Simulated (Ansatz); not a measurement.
Total energies of `N/C=C\F`.

```tsv
atom	x (Å)	y (Å)	z (Å)
N1	0.620	-0.425	1.014
C2	-0.206	0.383	0.253
C3	-0.633	0.114	-0.974
F4	-0.203	-0.993	-1.620
H5	1.109	-1.132	0.488
H6	1.230	0.068	1.645
H7	-0.582	1.279	0.732
H8	-1.336	0.706	-1.539
```

Charge 0, multiplicity 1. The structure was optimised at the PBE0-D4/def2-TZVP level. It is one conformer, not always the lowest. Basis def2-TZVPP, Ansatz 0.2.0.

RPA on PBE orbitals: Hartree–Fock energy of these orbitals -231.97305 Eh, correlation -1.23046 Eh (frozen core).

| functional | energy without D4 (Eh) | D4 term (kJ/mol) |
| --- | --- | --- |
| LDA (SPW92) | -231.47370 | – |
| r2SCAN | -233.16179 | -2.5 |
| B97M-V | -233.23606 | – |
| r2SCANh | -233.14893 | -2.6 |
| HSE06 (plane-wave form) | -233.01678 | -7.7 |
| BHLYP | -233.16212 | -10.9 |
| LC-ωPBE | -233.13995 | – |
| ωB97X-V | -233.20476 | – |
| B2PLYP | -233.11413 | – |
| PBE-QIDH | -232.99203 | – |

Question: Give the same for PBE, revPBE, BLYP, PBE0, B3LYP, r2SCAN0, CAM-B3LYP, ωB97M-V. (Estimate.)

Answer: The calculation gave: 
```tsv
functional	energy without D4 (Eh)	D4 term (kJ/mol)
PBE	-233.02049	-10.2
revPBE	-233.21118	-38.6
BLYP	-233.22569	-23.6
PBE0	-233.02805	-8.4
B3LYP	-233.28803	-16.4
r2SCAN0	-233.13063	-2.8
CAM-B3LYP	-233.19311	-8.3
ωB97M-V	-233.19903	–
```

B3LYP takes the VWN-RPA correlation (the form of Gaussian; ORCA's B3LYP/G). HSE06 is the plane-wave form, built on full-range PBE exchange. The double hybrids freeze the cores in their second-order part.

LC-ωPBE has ω = 0.4 bohr⁻¹.
